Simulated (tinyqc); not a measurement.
Inside a calculation. Method: Born-Oppenheimer dynamics on the LDA (VWN5)/sto-3g surface (energies and gradients from PySCF), for H3O+, spin multiplicity 1. One step of it, computed by the program tinyqc.

Question. Velocity Verlet step 2. dt = 2 fs = 82.6827 atomic units; x' = x + v dt - g dt^2 / (2m); after the new gradient g', v' = v - (g + g') dt / (2m).

positions after step 1 (bohr):
```
            x          y          z
1O  -0.021122  -0.049894   0.589953
2H   1.803115   0.054770  -0.075557
3H  -0.955232   1.551152   0.027557
4H  -1.027015  -1.663941  -0.143303
```

velocities after step 1 (bohr per atomic time unit):
```
               x             y             z
1O   0.000033860   0.000111790   0.000124895
2H   0.001279824  -0.000073112  -0.000607864
3H  -0.000491520   0.000774178  -0.000113779
4H  -0.001325395  -0.002475149  -0.001260602
```

gradient after step 1 (hartree/bohr):
```
              x            y            z
1O   0.02161857   0.02750028   0.01168505
2H   0.00220408   0.00627850   0.00163884
3H   0.00205034  -0.00207079  -0.00044593
4H  -0.02588070  -0.03171083  -0.01287485
```

masses (electron masses): 1O 29156.946388, 2H 1837.152588, 3H 1837.152588, 4H 1837.152588

gradient after step 2 (hartree/bohr):
```
              x            y            z
1O   0.01484599   0.04249046   0.04094381
2H   0.04483128   0.00392076  -0.01017261
3H  -0.01450248   0.02463393  -0.00356121
4H  -0.04517973  -0.07104633  -0.02720735
```

Give: positions after step 2; velocities after step 2.

Answer.

positions after step 2 (bohr):
```
          x        y        z
1O  -0.0209  -0.0439   0.5989
2H   1.9048   0.0370  -0.1289
3H  -0.9997   1.6190   0.0190
4H  -1.0884  -1.8096  -0.2236
```

velocities after step 2 (bohr per atomic time unit):
```
             x           y           z
1O  -0.0000178   0.0000126   0.0000503
2H   0.0002214  -0.0003026  -0.0004158
3H  -0.0002113   0.0002664  -0.0000236
4H   0.0002737  -0.0001628  -0.0003586
```
